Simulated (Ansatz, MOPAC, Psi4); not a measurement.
Process, species as SMILES: CCCC=O + 5 [H][H] (H2) -> 4 C (CH4) + O (H2O)

Property: energy of full hydrogenation (enthalpy at 298 K), in kcal/mol. Conventions: 6-311+G** with 5d; no spin-orbit coupling; six Cartesian d functions in 6-31G* and its kin unless marked 5d; dispersion terms only where a functional's name holds one; frozen cores in correlated levels; non-relativistic. Basis-set limits of correlation are two-point, X^-3; Hartree-Fock from the larger set. [CCSD(T)-MP2]/basis is that difference in the basis named. First-principles rows: single points at B3LYP-D3(BJ) geometries (Ansatz, a first-principles code), with unscaled harmonic terms from B3LYP/6-31G* (Ansatz) at its own minima. Semi-empirical rows: MOPAC heats of formation at their own minima for 298 K.

Measured values: Active Thermochemical Tables 1.112 (ions: stationary electron), as tabulated in the package chemicals; CRC Handbook, as tabulated in the package chemicals; they hold spin-orbit and core effects, anharmonicity and other conformers. 

Value to compare with, the measured value: -80.1 kcal/mol.

| level | program | energy of full hydrogenation (enthalpy at 298 K) (kcal/mol) | error |
|---|---|---|---|
| MNDO | MOPAC | -60.2 | 19.9 |
| PBE/STO-3G | Ansatz | -55.2 | 24.9 |
| PBE/3-21G | Ansatz | -61.6 | 18.5 |
| PBE/6-31G* | Ansatz | -65.4 | 14.7 |
| PBE/def2-SVP | Ansatz | -69.6 | 10.5 |
| PBE/6-311+G** | Ansatz | -78.5 | 1.6 |
| B3LYP/6-31G | Ansatz | -80.0 | 0.1 |
| B3LYP/6-31G* | Ansatz | -70.9 | 9.2 |
| B3LYP/cc-pVDZ | Ansatz | -73.1 | 7.0 |
| PBE0/6-31G* | Ansatz | -75.3 | 4.8 |
| wB97X-D/6-311+G** | Psi4 | -81.4 | -1.3 |
| MP2/6-31G* | Ansatz | -59.4 | 20.7 |
| MP2/6-311+G** | Ansatz | -74.0 | 6.1 |
| B3LYP-D3(BJ)/def2-TZVPD | Ansatz + dftd3 | -76.8 | 3.3 |
| RI-MP2/CBS(cc-pVTZ,cc-pVQZ)+[CCSD(T)-MP2]/cc-pVTZ | Ansatz | -78.8 | 1.3 |

Among the 13 habitual levels, PBE/STO-3G lies farthest from the measured value (24.9 kcal/mol) and B3LYP/6-31G nearest (0.1); 12 of 13 lie above it, and their mean absolute error is 10.7 kcal/mol, the median 9.2. One case shows no general order.

The levels are drawn from those run, B3LYP/6-31G* more often than the rest, none by its result; left out are runs that failed, that the program found above a lower state of the same kind, or whose <S^2> lies over 0.5 above the pure value.
